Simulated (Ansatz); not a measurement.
Cost and result for the atomization energy of C₃H₅NO, SMILES `C1=NCOC1` (10 atoms, 10 bonds).

```json
{"atom": "C1", "x (Å)": "0.0918", "y (Å)": "0.3013", "z (Å)": "-1.0747"}
{"atom": "N2", "x (Å)": "-0.9146", "y (Å)": "0.8007", "z (Å)": "-0.4980"}
{"atom": "C3", "x (Å)": "-0.9026", "y (Å)": "0.3302", "z (Å)": "0.8616"}
{"atom": "O4", "x (Å)": "0.2283", "y (Å)": "-0.5158", "z (Å)": "1.0373"}
{"atom": "C5", "x (Å)": "0.9204", "y (Å)": "-0.5727", "z (Å)": "-0.1865"}
{"atom": "H6", "x (Å)": "0.3173", "y (Å)": "0.5012", "z (Å)": "-2.1189"}
{"atom": "H7", "x (Å)": "-1.8236", "y (Å)": "-0.2270", "z (Å)": "1.0713"}
{"atom": "H8", "x (Å)": "-0.8444", "y (Å)": "1.1827", "z (Å)": "1.5494"}
{"atom": "H9", "x (Å)": "0.9797", "y (Å)": "-1.6042", "z (Å)": "-0.5613"}
{"atom": "H10", "x (Å)": "1.9477", "y (Å)": "-0.1963", "z (Å)": "-0.0803"}
```

The species carries charge 0 and has multiplicity 1. The geometry is a stationary point of PBE0-D4/def2-TZVP. Program: Ansatz. All runs use 2 threads of an AMD EPYC 7B13 on a shared host. Times are those of one run each, without the atoms' runs, and a repeat can differ threefold. Electronic energies, without spin–orbit coupling; frozen cores. CCSD(T)/CBS adds CCSD(T) − MP2 in def2-TZVPP to the MP2 limit, and its time is that of the two runs behind it. T1 = 0.012.

CCSD(T)/CBS is a level of theory with its own doubt, some kJ/mol a heavy atom from the limit and from the frozen cores, so smaller differences don't rank the functionals.

```json
{"level": "BLYP-D4/def2-TZVPP", "functions": "225", "wall time": "2.2 s"}
{"level": "PBE0-D4/def2-TZVPP", "functions": "225", "wall time": "2.9 s"}
{"level": "r2SCANh-D4/def2-TZVPP", "functions": "225", "wall time": "4.6 s"}
{"level": "r2SCAN-D4/def2-TZVPP (with forces)", "functions": "225", "wall time": "4.9 s"}
{"level": "CCSD(T)/def2-SVP", "functions": "95", "wall time": "5 s"}
{"level": "PBE-QIDH/def2-TZVPP", "functions": "225", "wall time": "6 s"}
{"level": "B2PLYP/def2-TZVPP", "functions": "225", "wall time": "6 s"}
{"level": "ωB97X-V/def2-TZVPP", "functions": "225", "wall time": "8 s"}
{"level": "B97M-V/def2-TZVPP", "functions": "225", "wall time": "8.5 s"}
{"level": "ωB97M-V/def2-TZVPP (with forces)", "functions": "225", "wall time": "11 s"}
{"level": "MP2/def2-QZVPP", "functions": "435", "wall time": "24 s"}
{"level": "CCSD(T)/def2-TZVPP", "functions": "225", "wall time": "2 min"}
{"level": "CCSD(T)/CBS(def2)", "functions": "–", "wall time": "2.4 min"}
```

(1) What atomization energy does each give, and how far from CCSD(T)/CBS? (Best estimate.)

Answers

(1) Computed: 
| level | atomization (kJ/mol) | difference from CCSD(T)/CBS | per bond |
| --- | --- | --- | --- |
| BLYP-D4/def2-TZVPP | 4194.6 | 35.1 | 3.5 |
| PBE0-D4/def2-TZVPP | 4211.9 | 52.4 | 5.2 |
| r2SCANh-D4/def2-TZVPP | 4139.9 | -19.6 | -2.0 |
| r2SCAN-D4/def2-TZVPP (with forces) | 4175.7 | 16.2 | 1.6 |
| CCSD(T)/def2-SVP | 3954.1 | -205.4 | -20.5 |
| PBE-QIDH/def2-TZVPP | 4151.5 | -8.0 | -0.8 |
| B2PLYP/def2-TZVPP | 4130.0 | -29.5 | -3.0 |
| ωB97X-V/def2-TZVPP | 4185.5 | 26.0 | 2.6 |
| B97M-V/def2-TZVPP | 4166.9 | 7.4 | 0.7 |
| ωB97M-V/def2-TZVPP (with forces) | 4186.1 | 26.6 | 2.7 |
| MP2/def2-QZVPP | 4210.6 | 51.1 | 5.1 |
| CCSD(T)/def2-TZVPP | 4044.5 | -115.0 | -11.5 |
| CCSD(T)/CBS(def2) | 4159.5 | 0.0 | 0.0 |

Leaving LDA and LC-ωPBE aside and taking each functional with its dispersion term where it has one, the values, not all of them listed here, spread over 324.6 kJ/mol, from BHLYP-D4 to PBE-D4. LDA lies +580.1 kJ/mol from PBE without D4, its usual overbinding. From r2SCAN to r2SCAN0 (25 % exact exchange), in def2-TZVPP and without D4, the atomization energy moves by −87.7 kJ/mol: exact exchange takes away binding that semilocal exchange gives to molecules. At CCSD(T), def2-SVP lies −205.5 kJ/mol from the extrapolated value and def2-TZVPP −115.0 kJ/mol: correlation converges slowly with the basis, and small sets miss more of it in the bonded molecule than in its fragments.
